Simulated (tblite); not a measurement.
# CH4NOP: the cost of one run

Programs: tblite 0.8.0 and PySCF 2.14.0. All values are calculated, for the isolated system unless a continuum is named. Atoms count from 0, parts from 1.

### Step 1. The system as given

8 atoms, charge 0, multiplicity 1; geometry: rigid parts in contact. Parts: 1 = atoms 0–4, `[PH4+]`, charge 1; 2 = atoms 5–7, `[N-]=C=O`, charge -1.

### Step 2. Docking the parts with GFN2-xTB

The job: settings as JSON, then the geometry in Å.

```
{"job": {"kind": "dock", "xc": "GFN2-xTB", "basis": "xTB"}, "charge": 0, "multiplicity": 1, "parts": [{"atoms": "0-4", "charge": 1, "multiplicity": 1}, {"atoms": "5-7", "charge": -1, "multiplicity": 1}]}
P      0.000021     0.000007     0.000033
H     -0.933469    -0.480947     0.887596
H     -0.543364     1.038474    -0.718651
H      0.375380    -1.005107    -0.859633
H      1.101432     0.447574     0.690654
N     -0.381923     1.451164     2.125795
C     -0.166125     2.234485     2.965165
O      0.057976     3.047937     3.836771
```

With the program's defaults for keys left out, this is: GFN2-xTB search for minima from random contacts, gas phase.

Started as:

```sh
OMP_NUM_THREADS=1 python cluster_run.py task.json out
```

The driver reads the jobs from task.json and runs them one after another.

Q: Estimate the wall time of this first job on 1 thread of Arm Neoverse V1, shared host.

About 1.1 s.
